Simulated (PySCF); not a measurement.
# PH₃: umbrella–stretch map

Level of theory: r2SCAN in PySCF with P def2-TZVP, H def2-TZVP; no relativity; density-fitted integrals.

Rigid scan from the singlet minimum (P–H 1.420 Å (×3); H–P–H 92.8° (×3)). Coordinate: rows: all bonds scaled; columns: angle to the threefold axis. Energies in kJ/mol from the minimum.

Rows run from the largest first scale (top) to the smallest, columns from the smallest angle to the largest. Lower edges of the bins (kJ/mol): '0' 3.3, '1' 4.4, '2' 6.2, '3' 9.0, '4' 13.4, '5' 20.5, '6' 31.6, '7' 49.3, '8' 77.3, '9' 121.7; top 192.
```
578999
367899
057899
157899
467899
```

(1) Give the energies on the grid of the scan.

## Answers

(1) 
```tsv
scale \ angle	60	66	72	78	84	90
0.95	19	37	68	104	131	142
0.98	5	25	59	97	127	138
1.00	3	24	60	99	131	142
1.03	9	32	69	111	145	158
1.07	30	55	95	141	178	192
```

The bond scale of lowest energy on the grid is 1.00 at 60°, 1.00 at 66°, 0.98 at 72°, 0.98 at 78°, 0.98 at 84°, 0.98 at 90°.

Other isomers or separated fragments may lie lower.
